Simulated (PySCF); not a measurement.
Process, species as SMILES: S=C=S + 4 [H][H] (H2) → C (CH4) + 2 S (H2S)
B3LYP-D3(BJ)/def2-TZVP geometries, fixed; electronic energies without zero-point terms.

Basis-set convergence of the energy of full hydrogenation at PBE with PySCF. All functions are spherical. Density fitting with generated auxiliary sets. No added dispersion term, no relativity. Functions are those of the species that has most. Reference: the value in def2-QZVPPD, -64.64 kcal/mol, itself unsure by roughly 0.24 kcal/mol (its mean distance from pcseg-3, def2-QZVPP, cc-pV(Q+d)Z). Deviations are taken from unrounded values.

| basis | functions | energy of full hydrogenation (kcal/mol) | minus reference (kcal/mol) |
|---|---|---|---|
| def2-SVP | 50 | -66.34 | -1.69 |
| pcseg-1 | 50 | -66.31 | -1.67 |
| pcseg-2 | 98 | -64.17 | 0.47 |
| def2-TZVPD | 129 | -63.48 | 1.16 |
| 6-311++G(3df,3pd) | 133 | -65.08 | -0.43 |
| jun-cc-pV(T+d)Z | 135 | -65.06 | -0.42 |
| def2-TZVPPD | 139 | -64.86 | -0.22 |
| aug-pcseg-2 | 146 | -65.17 | -0.53 |
| aug-cc-pV(T+d)Z | 156 | -65.28 | -0.64 |
